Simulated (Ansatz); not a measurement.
## Which is lower?

Two relaxed structures of SiH3O2 (charge +1), singlet (PBE0-D4/def2-TZVP; forces vanish, vibrations not checked).

A:

| atom | x (Å) | y (Å) | z (Å) |
| --- | --- | --- | --- |
| O1 | -1.1214 | -0.2397 | -0.8238 |
| Si2 | 0.1887 | 0.4027 | -0.2696 |
| O3 | 1.0014 | -0.0164 | 0.9953 |
| H4 | -1.6781 | -0.9732 | -0.5405 |
| H5 | 0.7167 | 1.5295 | -1.0240 |
| H6 | 0.8928 | -0.7028 | 1.6627 |

B:

```
6
angstrom
O -0.9817 -0.5220 -0.7708
Si 0.0885 0.4506 -0.3965
O 0.8555 -0.0018 1.1490
H 1.5740 0.4395 1.6361
H 0.8106 1.6719 -0.7719
H 0.5299 -0.8053 1.5987
```

Computed with Ansatz 0.2.0 (basis: def2-TZVPP); correlated methods freeze the cores. B3LYP uses VWN-RPA correlation.

Problem. Which structure is lower at CCSD(T), and by how much? (An estimate is asked for; the value comes from the calculation.)

Solution. Computed: A, by 47.72 kcal/mol (electronic energy, against the other). By their contacts, A is SiH₃O₂ ([OH][SiH][OH]), total charge +1 and B is SiH₃O₂ ([O][SiH][OH2]), total charge +1.

All methods give the same order:

| method | E(B) − E(A) (kcal/mol) |
| --- | --- |
| PBE-D4 | 44.38 |
| r2SCAN-D4 | 48.06 |
| PBE0-D4 | 49.02 |
| B3LYP-D4 | 48.36 |
| wB97M-V | 49.26 |
| HF | 58.48 |
| MP2 | 46.89 |
| CCSD | 49.92 |
| CCSD(T) | 47.72 |

T1 diagnostic: at most 0.020.

Labels in which every atom is bracketed show which atoms are joined, not bond orders.

For scale, one of the runs: CCSD(T)/def2-TZVPP, 146 basis functions, launched by `ansatz run in.yaml --threads 2 --pin off --events-out ev --progress --plain --max-ram 4352MiB`. Time: 12 s of wall clock on 2 CPU threads of an Arm Neoverse V2; the host was shared. Peak host memory: 0.88 GiB.
